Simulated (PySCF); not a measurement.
C4H6, SMILES C=CC=C.

Coordinates come from a B3LYP-D3(BJ)/def2-SVP optimisation. Other conformers were not sampled.

Method: B3LYP/def2-TZVP run with PySCF.

Computed frontier levels, gap, dipole moment and polarisability:
```yaml
highest_occupied_level: -6.59 eV
lowest_empty_level: -1.12 eV
orbital_gap: 5.46 eV
dipole_moment: 0.000 e·Å
quadrupole, principal values (traceless, Buckingham form, about the centre of nuclear charge): -5.84, 2.62, 3.22 D·Å
mean_static_polarisability: 54.0 bohr³ (8.00 Å³)
polarisability_principal_values: 30.7, 43.6, 87.7 bohr³
```
